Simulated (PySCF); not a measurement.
Can point charges reproduce the dipole moment of `C(C)SCC` (diethyl sulfide)?

Coordinates (PBE0-D3(BJ)/def2-TZVP, Å) and charges (e) from the PBE0/pcSseg-2 density (PySCF):

```tsv
atom	x	y	z	Mulliken	IAO	Hirshfeld	ESP-fitted
C1	-1.866	-0.069	0.434	-0.0586	-0.4316	-0.1300	-0.3548
C2	-1.161	0.886	-0.507	-0.1051	-0.3478	-0.0837	+0.0896
S3	-0.222	0.093	-1.831	-0.0775	+0.0705	-0.0083	-0.3498
C4	1.024	-0.834	-0.910	-0.1043	-0.3478	-0.0838	+0.0419
C5	1.979	0.019	-0.100	-0.0584	-0.4317	-0.1301	-0.3458
H6	-2.454	0.486	1.171	+0.0301	+0.1474	+0.0459	+0.0823
H7	-1.155	-0.688	0.986	+0.0207	+0.1397	+0.0410	+0.1329
H8	-2.535	-0.733	-0.115	+0.0462	+0.1515	+0.0420	+0.0995
H9	-0.511	1.574	0.039	+0.0565	+0.1430	+0.0403	+0.0187
H10	-1.888	1.503	-1.042	+0.0487	+0.1626	+0.0488	+0.1120
H11	1.563	-1.386	-1.684	+0.0492	+0.1626	+0.0488	+0.1264
H12	0.532	-1.580	-0.281	+0.0556	+0.1430	+0.0402	+0.0325
H13	2.738	-0.605	0.380	+0.0302	+0.1472	+0.0458	+0.0813
H14	2.482	0.750	-0.735	+0.0460	+0.1515	+0.0419	+0.1018
H15	1.458	0.564	0.690	+0.0208	+0.1398	+0.0410	+0.1316
```

Q: What dipole does each set of charges give (1 e·Å = 4.803 D), and what does the density give?

A: The full density gives (0.23, -0.10, 1.71) D, 1.73 D in size; dipole vectors point from the negative to the positive end.

| scheme | μx | μy | μz | size (D) | share of the full size (%) | angle to the full dipole (°) |
| --- | --- | --- | --- | --- | --- | --- |
| Mulliken | 0.12 | -0.05 | 0.80 | 0.81 | 47 | 1 |
| IAO | 0.04 | -0.02 | 0.36 | 0.36 | 21 | 1 |
| Hirshfeld | 0.03 | -0.01 | 0.25 | 0.25 | 15 | 1 |
| ESP-fitted | 0.23 | -0.11 | 1.74 | 1.76 | 102 | 0 |

Q: Which set comes closest?

A: Length of the difference vector: ESP-fitted 0.03 D, Mulliken 0.92 D, IAO 1.37 D, Hirshfeld 1.48 D. Closest: ESP-fitted. ESP charges are fitted to the potential around the molecule, whose slowest-falling term is the dipole's. The schemes that divide the density aren't constrained to reproduce the dipole.

Q: What is left for the Hirshfeld atoms' own dipoles?

A: The shares of the density sum to the whole, so what Σ q r misses lies in dipoles about the nuclei. The atomic dipoles sum to (0.23, -0.10, 1.71) − (0.03, -0.01, 0.25) = (0.20, -0.09, 1.46) D, 1.48 D in size.

Q: With the origin at the mean of the coordinates, (-0.001, -0.001, -0.234) Å, which are the largest single terms, by size, of the ESP-fitted dipole along the direction of the full one?

A: S3 +2.71, C1 -0.71, H7 +0.70, H11 -0.70, H15 +0.68 D; all 15 atoms together +1.76 D. The single terms depend on the origin, their sum doesn't.

Q: Give the size of the full dipole in other units.

A: 1.73 D = 0.681 au = 0.360 e·Å = 5.77 × 10⁻³⁰ C·m.

One conformer (not necessarily the lowest) at the PBE0-D3(BJ)/def2-TZVP geometry, without solvent, vibrations or thermal averaging.

The values belong to the conformer `[CH3:1][CH2:2][S:3][CH2:4][CH3:5]`: C1–C2–S3–C4 -63°, C2–S3–C4–C5 -63°.
